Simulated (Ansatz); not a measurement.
Ansatz (a first-principles code) input (RI-MP2/cc-pVQZ):
A basis named .json is the Basis Set Exchange file of that set.

Ansatz 0.2 input:
```yaml
crystal:
  periodic: [false, false, false]
  atoms:
    - {symbol: C, position_ang: [-0.00526853, -0.07818118, 0.25668291]}
    - {symbol: C, position_ang: [0.21432733, -0.71945097, -0.90441436]}
    - {symbol: C, position_ang: [-0.06417696, 0.73770674, -1.00647025]}
    - {symbol: C, position_ang: [-0.11661065, -0.06504015, 1.60843093]}
    - {symbol: H, position_ang: [0.43553374, -1.62494026, -1.43935488]}
    - {symbol: H, position_ang: [0.75052162, 1.42463687, -1.23460956]}
    - {symbol: H, position_ang: [-1.03194270, 1.07391313, -1.37801979]}
    - {symbol: H, position_ang: [0.01552548, -0.97202136, 2.18420501]}
    - {symbol: H, position_ang: [-0.33926529, 0.84820500, 2.14240385]}
basis:
  gaussian:
    orbitals: cc-pVQZ
    fitting: {mean_field: def2-universal-jkfit, correlation: cc-pVQZ-RIFIT.json}
magnetization: {spin_polarized: true, initial_magnetization: 1}
correlation: {method: mp2, electrons: outside_noble_gas}
```

End of the output:

```
integrals: 0.52 GiB planned
390 factors; integrals over basis functions are off by at most 3.7e0 eV
mean field: 1.26 GiB planned
mean field evaluation 1: about -4196.0307 eV, gradient 2.2e1 eV
mean field evaluation 2: about -4198.6960 eV, gradient 9.0e0 eV
mean field evaluation 4: about -4199.3394 eV, gradient 1.7e0 eV
mean field evaluation 8: about -4199.4448 eV, gradient 2.4e-3 eV
mean field -4199.44481512 eV, -154.3267504696 hartree, gradient 2.5e-6 eV, S^2 0.942672; 0 other end points of the search recorded, 0 dependent functions left out
4 core orbitals not correlated
803 factors; their error is unknown
reference -4199.44481512 eV, -154.3267504696 hartree; 11, 10 occupied and 355, 356 virtual orbitals, 803 factors
second order -17.58580791 eV of doubles, -0.00000000 eV of singles
Total energy: -4217.03062303 eV, -154.9730169903 hartree
```

It need not be the lowest isomer of its formula.

The determinant is spin-contaminated: <S^2> is 0.94 against 0.75 for a pure state.
